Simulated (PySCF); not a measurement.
SiF₂ (triplet state).
Structure used (GFN2-xTB), in Å, numbered top down from 1:
```xyz
3
SiF2 angstrom
F     -1.2922   -0.3358   -0.0024
Si     0.0004    0.6561   -0.0116
F      1.3033   -0.3228    0.0015
```

Identity: `[Si](F)F` [triplet].

Method: UKS B3LYP, pcH-1 on F Si, non-relativistic, mean-field spin-orbit, GIAO in PySCF 2.14.0. Geometry: GFN2-xTB; no solvent, vibrations or thermal averaging. This triplet need not be the ground state; the singlet was not compared here. A GFN2-xTB geometry isn't a minimum of the functional, and hyperfine couplings can be far from their values at a DFT geometry, by a factor of two or more for some ions and for spin on atoms past the first row.

Principal values of hyperfine tensors in MHz (contact, dipolar and spin–orbit terms together), for some of the nuclei:

| atom | isotope | A1 | A2 | A3 | alike by the symmetry of this geometry |
| --- | --- | --- | --- | --- | --- |
| Si2 | 29Si | -1072.22 | -970.95 | -899.76 | none |
| F1 | 19F | -21.05 | 184.90 | 292.56 | F3 |

(1) Split each tensor into its isotropic and traceless parts, and turn a_iso into mT with g = 2.0004.

(2) What spin density at the nucleus of Si2 lies behind its contact coupling (g_N = -1.11058)?

(3) Which nucleus of the table has the largest anisotropic coupling, and what is its form?

## Answers

(1) a_iso is a third of the trace, T = A − a_iso, and a(mT) = a(MHz)/(g × 13.996). The tensors hold a spin–orbit part: the run splits a_iso into a_FC + a_SO, and T includes its anisotropic share.

```json
{"atom": "Si2", "a_iso (MHz)": "-980.98", "a_FC": "-982.46", "a_SO": "1.49", "a_iso (mT)": "-35.038", "T1": "-91.24", "T2": "10.03", "T3": "81.21"}
{"atom": "F1", "a_iso (MHz)": "152.14", "a_FC": "150.03", "a_SO": "2.11", "a_iso (mT)": "5.434", "T1": "-173.19", "T2": "32.76", "T3": "140.42"}
```

(2) a_FC = 800.24 MHz bohr³ × g_N × ρ(0)/(2S). With a_FC = -982.46 MHz and 2S = 2, ρ(0) = 2.211 bohr⁻³. The nuclear moment is negative, so coupling and spin density have opposite signs.

(3) F1: -173.2, 32.8, 140.4 MHz (the dipolar term alone has -174.6, 31.8, 142.8), rhombic: the two smaller values differ by 62 % of the largest.
